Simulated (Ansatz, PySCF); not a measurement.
Molecule: CH$_{5}$Si, charge 0, multiplicity 2. It need not be the lowest isomer of its formula. 
Geometry from a B3LYP-D3(BJ)/def2-TZVP (Ansatz, a quantum-chemistry and plane-wave program) optimisation:
```
C
H 1 1.0909
H 1 1.0909 2 108.23
H 1 1.0938 2 108.08 3 116.82
Si 1 1.8820 2 110.96 3 -121.97
H 5 1.4873 1 111.50 2 -58.56
H 5 1.4873 6 109.34 1 123.76
```
Charge 0, spin multiplicity 2.

Total electronic energies in hartree. Cores are frozen in the correlated levels unless marked. Open shells are spin-unrestricted. Spin-orbit coupling is left out. Non-relativistic. CBS(X,Y): correlation extrapolated as X^-3; Hartree-Fock from the larger set. [CCSD(T)-MP2]/basis is that difference in the basis named.

| level | program | energy (Eh) |
|---|---|---|
| HF/cc-pV(D+d)Z | Ansatz | -329.67780 |
| RI-HF/def2-TZVPP | Ansatz | -329.69897 |
| RI-HF/def2-TZVPPD | Ansatz | -329.69933 |
| revPBE-D4/def2-TZVPD | Ansatz + dftd4 | -330.51874 |
| M06-L/def2-TZVPD | PySCF | -330.56951 |
| r2SCAN-D3(BJ)/def2-TZVPD | Ansatz + dftd3 | -330.52511 |
| B97M-V/def2-TZVPD | Ansatz | -330.50066 |
| B3LYP-D4/def2-TZVPD | Ansatz + dftd4 | -330.61162 |
| PBE0/STO-3G | Ansatz | -326.54239 |
| BHLYP-D4/def2-TZVPD | Ansatz + dftd4 | -330.55500 |
| PW6B95-D3(BJ)/def2-TZVPD | PySCF + dftd3 | -330.88974 |
| CAM-B3LYP-D4/def2-TZVPD | Ansatz + dftd4 | -330.55938 |
| B2GP-PLYP/def2-TZVPD | Ansatz | [?] |
| RPA@PBE/cc-pV(Q+d)Z | Ansatz | -330.27820 |
| MP2/6-31G* | Ansatz | -329.85131 |
| MP2/cc-pVTZ | Ansatz | -329.99248 |
| RI-MP2/CBS(cc-pV(T+d)Z,cc-pV(Q+d)Z) | Ansatz | -330.0336 |
| SCS-MP2/cc-pVTZ | Ansatz | -330.00354 |
| SCS-MP2/cc-pwCVTZ | Ansatz | -330.00970 |
| CCSD/6-31G* | Ansatz | -329.88506 |
| CCSD/def2-SVP | Ansatz | -329.82481 |
| CCSD/def2-SVPD | Ansatz | -329.84039 |
| RI-MP2/CBS(def2-TZVPPD,def2-QZVPPD)+[CCSD(T)-MP2]/def2-TZVPPD | Ansatz | -330.0808 |

Q: What belongs in the gaps?

A: 
- B2GP-PLYP/def2-TZVPD, energy (Eh): -330.35733
